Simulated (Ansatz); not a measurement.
# BSi2: the cost of one run

Computed with Ansatz 0.2.0, Gaussian basis. Level: def2-QZVPP, core rule «outside noble gas», up to 11 orbitals frozen.

Plan: UHF; ROHF; CCSD(T) on UHF.

## 1. What is computed

The geometry is a PBE0/def2-TZVP stationary point (not a proven minimum) of the parent state, kept for this charge and spin.

3 atoms, charge 1, spin multiplicity 3.

Atoms are counted from 1 here; the program's logs count them from 0.

Bond lengths: Si1–B2 1.955 Å, B2–Si3 1.955 Å. Angles: Si1–B2–Si3 180.0°.

## 2. UHF

File in.yaml:

```yaml
crystal:
  periodic: [false, false, false]
  atoms:
    - {symbol: Si, position_ang: [0.000000, 0.000000, 1.954501]}
    - {symbol: B, position_ang: [0.000000, 0.000000, 0.000000]}
    - {symbol: Si, position_ang: [0.000000, 0.000000, -1.954501]}
basis:
  gaussian: {orbitals: "def2-QZVPP.json"}
total_charge: 1
magnetization: {spin_polarized: true, initial_magnetization: 2}
hamiltonian: {xc: hf}
output: {orbitals: {seedname: orbitals}}
```

Command:

```
$ ansatz run in.yaml --threads 1 --pin off --events-out ev --progress --plain --max-ram 2393MiB
```

Q: Estimate wall time and peak memory on 1 thread of Arm Neoverse V2, shared host.

About 54 s, with a peak of 0.53 GiB.
